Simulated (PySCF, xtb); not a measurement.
phosphine (H₃P), SMILES P.

xtb with GFN2-xTB at its own geometry gives an orbital gap of 5.96 eV and a dipole moment of 1.26 D.

Geometry optimised at PBE0-D3(BJ)/def2-TZVPD.

Q: What does PBE/def2-TZVPD run with PySCF give? (An estimate is asked for; the answer gives what the named calculation found.)

A: gap 6.39 eV (levels -6.71 and -0.32 eV), dipole 0.61 D.
